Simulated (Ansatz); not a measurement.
Consider the isomerisation: `F/C=C\C=C/F` → `C=CC=C(F)F`.

Program: Ansatz. Geometries: PBE0-D4/def2-TZVP. ΔE: electronic, gas phase. CBS: MP2 limit from def2 TZ/QZ plus the TZ coupled-cluster correction, frozen cores. Functionals use def2-TZVPP. One conformer a species, not always the lowest.

```tsv
species	r2SCAN-D4 energy (Eh)
`F/C=C\C=C/F`	-354.44114
`C=CC=C(F)F`	-354.44646
```

Q: Work out ΔE.

A: ΔE = (-354.44646) − (-354.44114) = -0.00532 Eh = -0.14 eV. CCSD(T)/CBS gives -0.11 eV.

Largest T1 diagnostic among the species: 0.013.
